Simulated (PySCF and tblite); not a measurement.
Results of a calculation; reference values are marked as such.
4 constitutional isomers of C₆H₆:

```tsv
isomer	SMILES
A	[CH:1]1=[CH:2][C@H:3]2[CH:4]=[CH:5][C@@H:6]12
B	[cH:1]1[cH:2][cH:3][cH:4][cH:5][cH:6]1
C	[CH2:1]=[C:2]1[CH:3]=[CH:4][CH:5]=[CH:6]1
D	[CH2:1]=[CH:2][CH:3]=[C:4]1[CH:5]=[CH:6]1
```

Each isomer is a Boltzmann average at 298.15 K over at most 6 conformers: GFN2-xTB geometries, energies B3LYP/def2-SVP (IEF-PCM, chloroform) (D3(BJ) added where defined), GIAO shieldings KT2/pcSseg-1 (IEF-PCM, chloroform), GFN2-xTB thermal terms. Programs: PySCF with density fitting and tblite.

(1) What shifts does each isomer give (ppm; of two unlike H on one atom, a is the less shielded)?

Shifts are unscaled: against experiment ¹³C can be off by 15 ppm or more and ¹H by 0.8 ppm.

Results:

(1) 
A: ¹H (against TMS): 6.96 (H1/H2/H4/H5, 4H), 4.40 (H3/H6, 2H). ¹³C (against TMS): 145.6 (C1/C2/C4/C5), 58.2 (C3/C6).

B: ¹H (against TMS): 7.48 (H1/H2/H3/H4/…, 6H). ¹³C (against TMS): 124.3 (C1/C2/C3/C4/…).

C: ¹H (against TMS): 6.66 (H4/H5, 2H), 6.27 (H1, 2H), 6.19 (H3/H6, 2H). ¹³C (against TMS): 150.6 (C2), 131.0 (C4/C5), 126.7 (C1), 120.2 (C3/C6).

D: ¹H (against TMS): 8.56 (H5, 1H), 8.32 (H6, 1H), 6.41 (H2, 1H), 5.33 (H3, 1H), 4.83 (H1a, 1H), 4.60 (H1b, 1H). ¹³C (against TMS): 136.5 (C5), 135.2 (C2), 134.7 (C6), 116.5 (C4), 99.4 (C1), 85.0 (C3).
